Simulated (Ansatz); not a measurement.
Results of PBE0 in Ansatz (PAW) for rock-salt HfC.

The input as run:

Ansatz 0.2 input:
```yaml
crystal:
  lattice:
    - [0.0, 2.3407956443, 2.3407956443]
    - [2.3407956443, 0.0, 2.3407956443]
    - [2.3407956443, 2.3407956443, 0.0]
  atoms:
    - { symbol: Hf, position: [0.0, 0.0, 0.0] }
    - { symbol: C, position: [0.5, 0.5, 0.5] }
basis:
  ecutwfc: 460
  ecutrho_ratio: 4
  xc_grid: 2
kpoints:
  mp_grid: { grid: [10, 10, 10] }
hamiltonian:
  xc: pbe0
  dispersion: none
  pseudopotentials: { kind: paw }
scf:
  occupations: { method: fermi_dirac, width: 0.05 }
  convergence: { dr2_threshold: 0.0000000002 }
output:
  forces: true
  stress: true
  eigenvalues: true
```

Excerpt of the program's output:

```
WARN output.stress: scf.exx.energy_threshold = 1e-6 eV is looser than the 2e-8 eV advised for a stress under a hybrid functional (1e-8 eV for each atom of the …
Crystal: 2 atoms, lattice volume = 25.652 Å³
Basis set: ecut = 460 eV, 561 PW (Γ), exchange–correlation on 48×48×48 points (8 copies of the dense FFT grid, shifted against one another)
Bands: 19, of which v1, the nominal top of the filled ones, is band 15 counted from 1 (14 counted from 0)
Symmetry: 48 space group operations
Space group: Fm-3m (ITA 225), of the structure as read, at distance tolerance 2.9e-5 Å
k-points: 47 of 1000
Functional: x = pbe(κ = 0.804, μ = 0.2195149727645171), c = pbe(β = 0.06672455060314922), warm-up for x = 0.75 pbe(κ = 0.804, μ = 0.2195149727645171) + 0.25 exact, c = pbe(β = 0.06672455060314922)
SCF iter   1: F=—  HF=-15974.136899 eV  |F-HF|=—  |Δ(HF+E_count)|=         —  Δρ=1.69e-3  dr2=5.54e-4
SCF iter   2: F=—  HF=-15974.137182 eV  |F-HF|=—  |Δ(HF+E_count)|=   2.82e-4  Δρ=8.65e-4  dr2=1.37e-4
  ...
SCF 1 converged in 8 iterations: F = -15974.137177 eV  dr2 = 3.68e-11
Crystal: 2 atoms, lattice volume = 25.652 Å³
Initial density: handed on by an earlier stage of this run
Functional: x = 0.75 pbe(κ = 0.804, μ = 0.2195149727645171) + 0.25 exact, c = pbe(β = 0.06672455060314922)
SCF 2 converged in 8 iterations: F = -15972.280056 eV  dr2 = 1.18e-10
Crystal: 2 atoms, lattice volume = 25.652 Å³
Crystal: 2 atoms, lattice volume = 25.652 Å³
Crystal: 2 atoms, lattice volume = 25.652 Å³
SCF iter   4: F=—  HF=-15972.299418 eV  |F-HF|=—  |Δ(HF+E_count)|=   1.13e-9  Δρ=1.09e-6  dr2=4.72e-10
SCF iter   5: F=-15972.299418 eV  HF=-15972.299418 eV  |F-HF|=3.64e-11  |Δ(HF+E_count)|=  1.20e-10  Δρ=3.06e-7  dr2=4.92e-11
SCF 5 converged in 5 iterations: F = -15972.299418 eV  dr2 = 4.92e-11
Free energy (F): -15972.299418 eV
Internal energy: -15972.299206 eV  (E = F + TS)
E sigma→0 (E₀):  -15972.299312 eV
Fermi energy:    19.517484 eV
--- Forces (eV/Å), atoms counted from 1 ---
  atom   1  Hf    -0.00000000    -0.00000000     0.00000000
  atom   2  C      0.00000000    -0.00000000     0.00000000
--- Stress (GPa, compression-positive) ---
       -5.998926      -0.000000       0.000000
       -0.000000      -5.998926       0.000000
       -0.000000      -0.000000      -5.998926
  P = ⅓ Tr σ = -5.9989 GPa (-59.989 kbar)
```

The cell is one volume of an energy–volume scan, off the minimum.

The PAW data were made under PBE.

Note: the run warned that the count of filled bands differs between k points.

It cost around 4 core-minutes (rough) of CPU time.

Ansatz is a first-principles code.
